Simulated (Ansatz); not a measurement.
Input file:

```yaml
crystal:
  periodic: [false, false, false]
  atoms:
    - {symbol: Si, position_ang: [0.000000, 0.000000, 0.000000]}
    - {symbol: C, position_ang: [0.000000, 0.000000, 1.635786]}
basis:
  gaussian: {orbitals: def2-SVP}
correlation: {active_space: {window: {electrons: 2, orbitals: 5}}}
scf: {lower_state_search: off}
output: {forces: true}
```

```sh
$ ansatz run in.yaml --threads 1 --pin off --events-out ev --progress --plain --max-ram 2393MiB
```

The program prints:

```
these checks for a lower state are left out or cut short: stability, starts, cluster_reference, orbital_swaps, neighbouring_geometries, increment
310 factors; integrals over basis functions are off by at most 8.4e-4 eV
mean field evaluation 1: about -8879.4786 eV, gradient 2.1e1 eV
mean field evaluation 2: about -8879.4791 eV, gradient 2.1e1 eV
mean field evaluation 4: about -8881.2037 eV, gradient 2.3e0 eV
mean field evaluation 8: about -8881.3639 eV, gradient 1.3e-1 eV
mean field -8881.36405260 eV, -326.3841089284 hartree, gradient 1.4e-6 eV, S^2 0.000000; 0 other end points of the search recorded, 0 dependent functions left out
reference -8881.36405260 eV, -326.3841089284 hartree; 10, 10 occupied and 22, 22 virtual orbitals, 310 factors
state -8882.75237567 eV, -326.4351288599 hartree
the calculation of the forces begins
Total energy: -8882.75237567 eV, -326.4351288599 hartree
Atom 0 at     0.000000     0.000000     0.000000 Å, force     0.000000    -0.000000    -2.454776 eV/Å
Atom 1 at     0.000000     0.000000     1.635786 Å, force    -0.000000     0.000000     2.454776 eV/Å
Dipole moment:     0.013341     0.035632    -0.215986 e Å
Checks for a lower state left out: stability, starts, cluster_reference, orbital_swaps, neighbouring_geometries, increment
```

Natural occupations: 1.0860 0.9014 0.0070 0.0051 0.0005.

Forces (eV/Å):
```
Si   0.000  0.000 -2.455
C    0.000  0.000  2.455
```

Ran on 1 thread of Arm Neoverse V2, shared host: 0.6 s wall, 0.07 GiB peak host memory.
